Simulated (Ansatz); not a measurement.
# AlH2− (singlet): wave-function methods side by side at angle H2–Al1–H3 = 84.2°, 6-31++G**

How much of the correlation energy of AlH2− (singlet) does each wave-function method recover here?

The runs use Ansatz 0.2.0, Gaussian basis; 6-31++G**, core rule «outside noble gas», up to 5 orbitals frozen.

The runs, in order: UHF; CCSD(T) on RHF; CCSD(T) on UHF; BCCD(T) on RHF; CISD; CCSDT(Q) on RHF; CCSDT(Q) on UHF; CCSDTQ on RHF; CASSCF and MRCISD+Q, 2 electrons in 2 orbitals; CASSCF and NEVPT2, 2 electrons in 2 orbitals; CASSCF and MRCISD+Q, 6 electrons in 6 orbitals; CASSCF and NEVPT4(SD), 6 electrons in 6 orbitals; CASSCF and NEVPT2, 6 electrons in 6 orbitals; Full CI.

13 further runs of the same task are left out: 7 that didn't finish, 6 set aside as unsound or not needed.

### Step 1. The system

The geometry derives from a PBE0/def2-TZVPD stationary point (not a proven minimum). One angle is set to the value named; bond lengths are kept.

3 atoms, charge -1, spin multiplicity 1.

Atoms are counted from 1 here; the program's logs count them from 0.

Bond lengths: Al1–H2 1.697 Å, Al1–H3 1.697 Å. Angles: H2–Al1–H3 84.2°.

### Step 2. UHF

The input, in.yaml:

```yaml
crystal:
  periodic: [false, false, false]
  atoms:
    - {symbol: Al, position_ang: [0.000000, -0.087524, 0.000000]}
    - {symbol: H, position_ang: [0.000000, 1.171470, -1.137590]}
    - {symbol: H, position_ang: [0.000000, 1.171471, 1.137589]}
basis:
  gaussian: {orbitals: "6-31++G**"}
total_charge: -1
magnetization: {spin_polarized: true, initial_magnetization: 0}
hamiltonian: {xc: hf}
output: {orbitals: {seedname: orbitals}}
```

Launch:

```
ansatz run in.yaml --threads 1 --pin off --events-out ev --progress --plain --max-ram 2393MiB
```

The runs that follow: CCSD(T) on RHF; CCSD(T) on UHF; BCCD(T) on RHF; CISD; CCSDT(Q) on RHF; CCSDT(Q) on UHF; CCSDTQ on RHF; CASSCF and MRCISD+Q, 2 electrons in 2 orbitals; CASSCF and NEVPT2, 2 electrons in 2 orbitals; CASSCF and MRCISD+Q, 6 electrons in 6 orbitals; CASSCF and NEVPT4(SD), 6 electrons in 6 orbitals; CASSCF and NEVPT2, 6 electrons in 6 orbitals; Full CI.

**Question.** What will the summary of the whole plan be? Wanted: FCI below the RHF energy; RMP2 from FCI; RCCSD from FCI; RCCSD(T) from FCI; RCCSDT(Q) from FCI; MRCISD+Q pair from FCI; NEVPT2 valence from FCI; NEVPT4(SD) valence from FCI; T1 diagnostic.

As calculated:

```
                         quantity                                                                           value
         FCI below the RHF energy                                                                      -2.6074 eV
                    RMP2 from FCI                                                                      +678.2 meV
                   RCCSD from FCI                                                                       +67.2 meV
                RCCSD(T) from FCI                                                                       +17.1 meV
               RCCSDT(Q) from FCI                                                                        +0.6 meV
           MRCISD+Q pair from FCI                                                                       -22.4 meV
          NEVPT2 valence from FCI                                                                      +536.0 meV
      NEVPT4(SD) valence from FCI                                                                      +126.9 meV
levels within 1 kcal/mol (43 meV)  RCCSD(T), BCCD(T), RCCSDT, RCCSDT(Q), RCCSDTQ, MRCISD+Q pair, MRCISD+Q valence
                    T1 diagnostic                                                                           0.017
   effectively unpaired electrons                                                                            0.08
```

In words: RCCSD(T) lands +17.1 meV from the yardstick (0.7 % of the correlation energy). MRCISD+Q pair falls below full CI: the +Q correction isn't variational, and the cores differ from full CI's. One determinant dominates. Of the multireference levels listed MRCISD+Q pair comes nearest in total energy (-22.4 meV), which doesn't show that its space is the better one. These misses are within one basis, not against nature.
